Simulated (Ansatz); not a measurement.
**C3H8N2: ranking of conformers**

Aim: a ranking of conformers, for C3H8N2, run from a script.

Program: Ansatz 0.2.0 through its Python package. Level of theory: PBE/cc-pVDZ. These are calculated values, not measurements.

### Step 1. The system

The script builds its own geometries from the SMILES CN=CNC.

The script holds or builds the structure itself.

### Step 2. The code

Contents of conformers.py:

```python
'''Conformer energies of C3H8N2.'''

import ansatz as az
from rdkit import Chem
from rdkit.Chem import AllChem


def main() -> None:
    rd = Chem.AddHs(Chem.MolFromSmiles('CN=CNC'))
    ids = list(AllChem.EmbedMultipleConfs(rd, numConfs=20, randomSeed=220, pruneRmsThresh=0.4))
    field = [energy for _, energy in AllChem.MMFFOptimizeMoleculeConfs(rd)]
    distinct = {round(e, 2): i for i, e in zip(ids, field)}
    chosen = sorted(distinct.items())[:3]
    found = []
    for force_field, index in chosen:
        molecule = az.Crystal.molecule()
        for atom, xyz in zip(rd.GetAtoms(), rd.GetConformer(index).GetPositions()):
            molecule = molecule.atom(atom.GetSymbol(), xyz.round(5).tolist())
        calculation = (
            molecule.calculation()
            .basis(gaussian='cc-pVDZ')
            .functional('pbe')
        )
        found.append(calculation.run(threads=1, pin='off').report['free_energy_ev'])
    print('conformer   MMFF (kcal/mol)   this level (kcal/mol)')
    for (force_field, index), e in zip(chosen, found):
        print(f'{index:9d} {force_field - chosen[0][0]:17.2f} {23.060548 * (e - min(found)):17.3f}')


if __name__ == '__main__':
    main()
```

### Step 3. The run

Run with:

```console
$ python conformers.py
```

Q: Predict the main results. Wanted: lowest; next above it by.

**Answer**, as computed:

| quantity | value |
| --- | --- |
| runs compared | 2 |
| lowest | run 1 |
| next above it by | 0.266 eV |

The structures are force-field minima, not relaxed at this level. The SMILES has no stereo marks, so cis and trans isomers can stand among them. Of those tried, run 1 is lowest; run 2 lies 0.266 eV above it. The conformers keep their force-field geometries.
